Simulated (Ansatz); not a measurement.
Cartesian coordinates (Å):
```xyz
5

F     -0.8912    -0.3728    -0.9083
C      0.0000     0.0000     0.0000
F     -0.1943     1.2737     0.3131
F     -0.1366    -0.7480     1.0862
F      1.2221    -0.1529    -0.4911
```
Charge 0, multiplicity 1.

Calculation: frozen-core CCSD(T)/cc-pVTZ // B3LYP-D3(BJ)/def2-TZVP run with Ansatz (a program for electronic structure).

```json
{
 "HF energy": "-435.81325 Ha",
 "MP2 correlation energy": "-1.15262 Ha"
}
```

Q: Estimate the CCSD correlation energy, the (T) correction, the total energy and the T1 diagnostic.

A: 
```yaml
CCSD correlation energy: -1.15165 Ha
"(T) correction": -0.03600 Ha
CCSD(T) total energy: -437.00090 Ha
T1 diagnostic: 0.011
```
